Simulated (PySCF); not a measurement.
Gas-phase reaction: 2 SO₂ + CO₂ → CS₂ + 3 O₂

Energies from PySCF, thermal terms from the rigid-rotor harmonic-oscillator model, ideal gas at 1 bar. 'Table' is the NASA 1993 thermochemical table (part measured, part estimated). † marks an energy on the PBE0/def2-TZVP geometry and frequencies; other levels use their own. CCSD(T) freezes the core. Open shells (unrestricted): O₂ (multiplicity 3); the rest are closed-shell singlets. CCSD(T) isn't extrapolated to the basis-set limit; its ΔH°(298 K) is 779.0 kJ in def2-SVP and 1033.1 kJ in def2-TZVPP. The harmonic model lacks anharmonicity and excited electronic states, which grow with temperature; levels with a mode under 35 cm⁻¹ are left out. Warning, large T1 diagnostic: CS₂, SO₂ (CCSD(T)/def2-SVP†).

```
level              ΔH°(298 K), kJ  minus table  ΔG°(1000 K), kJ
-----------------  --------------  -----------  ---------------
table                      1104.1            -            956.0
CCSD(T)/def2-SVP†           779.0       -325.1            631.8
HF/def2-TZVP†               794.4       -309.7            647.3
PBE/def2-SVP                800.4       -303.7            656.7
PBE0/def2-SVP†              751.3       -352.8            604.1
PBE0/def2-TZVP              973.3       -130.8            826.1
r2SCAN/def2-TZVP†           976.4       -127.7            829.2
LDA/def2-TZVP†             1118.8         14.7            971.6
```
